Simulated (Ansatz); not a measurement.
carbon tetrachloride (CCl₄), SMILES ClC(Cl)(Cl)Cl.

Geometry: B3LYP-D3(BJ)/def2-SVP.

Two levels are set side by side: PBE/def2-SVPD (Ansatz, a program for electronic structure) and CAM-B3LYP/def2-SVPD (Ansatz). Energy differences of separate SCF runs at the same geometry; the states with an electron removed or added have multiplicity 2 and 2. Differences are taken from unrounded values.

```tsv
quantity	PBE
vertical ionisation energy (eV)	10.67
vertical singlet–triplet gap (eV)	4.87
```

Problem. These are the PBE values. What does CAM-B3LYP give? (An estimate is asked for; the answer gives what the named calculation found.)

Solution. 
| quantity | CAM-B3LYP | PBE minus CAM-B3LYP |
|---|---|---|
| vertical ionisation energy (eV) | 11.61 | -0.93 |
| vertical singlet–triplet gap (eV) | 5.92 | -1.05 |
